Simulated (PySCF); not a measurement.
**Cost of excited-state runs on SMILES C(=C)P=C(C)C, C$_{5}$H$_{9}$P**

Geometry:
```csv
atom,x (Å),y (Å),z (Å)
C1,3.257,0.081,0.109
C2,1.941,0.338,0.094
P3,0.769,-0.934,-0.440
C4,-0.765,-0.243,-0.306
C5,-1.926,-1.110,-0.696
C6,-1.149,1.129,0.145
H7,3.652,-0.895,-0.195
H8,3.987,0.833,0.424
H9,1.596,1.329,0.411
H10,-2.513,-0.637,-1.503
H11,-1.609,-2.106,-1.039
H12,-2.615,-1.243,0.158
H13,-1.834,1.066,1.010
H14,-1.709,1.646,-0.655
H15,-0.302,1.764,0.429
```

PySCF with density fitting, on 1 thread of an Arm Neoverse V1, shared host. Command: `OMP_NUM_THREADS=1 python excited_run.py task.json out`

Q: How long does each of these runs take, and how much memory?
- magnetisability and related constants, B97-2/pcSseg-1; isotopologues
- magnetisability and related constants, KT3/3-21G; grid level 3
- magnetisability and related constants, PBE0/6-31G*; usual settings

A: 
```tsv
run	level	basis functions	wall time	peak memory (GiB)
magnetisability and related constants	B97-2/pcSseg-1	154	19 s	0.82
magnetisability and related constants	KT3/3-21G	76	12 s	0.46
magnetisability and related constants	PBE0/6-31G*	106	12 s	0.59
```
Times from a shared host are rough.
